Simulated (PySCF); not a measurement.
Gas-phase reaction: AlCH3 + C2H2 (acetylene) + 4 H = Al(CH3)3

Computed with PySCF and rigid-rotor harmonic-oscillator thermochemistry at 1 bar. † marks an energy on the PBE0/def2-TZVP geometry and frequencies; other levels use their own. CCSD(T) freezes the core. 6-31G* has spherical d functions here. Open shells (unrestricted): H (multiplicity 2); the rest are closed-shell singlets. B3LYP is the form with VWN-RPA correlation. Methyl groups turn as free rotors in Al(CH3)3. AlCH3: computed as isolated molecules; such fragments, hydroxides, amides, oligomers or adducts are transient or little studied in the gas. CCSD(T) isn't extrapolated to the basis-set limit. The harmonic model lacks anharmonicity and excited electronic states, which grow with temperature; levels with a mode under 35 cm⁻¹ are left out.

```
level              ΔE electronic, kJ  ΔH°(298 K), kJ  ΔS°(298 K), J/K  ΔG°(800 K), kJ
-----------------  -----------------  --------------  ---------------  --------------
B3LYP/6-31G*                   -1441           -1345             -553            -886
CCSD(T)/def2-SVP†              -1374           -1280             -551            -824
HF/6-31G*                      -1202           -1102             -551            -646
PBE0/def2-SVP†                 -1442           -1348             -551            -891
PBE0/def2-TZVP                 -1433           -1339             -551            -882
```
ΔH° is lowest at PBE0/def2-SVP† and highest at HF/6-31G*. No reference value is set beside these.
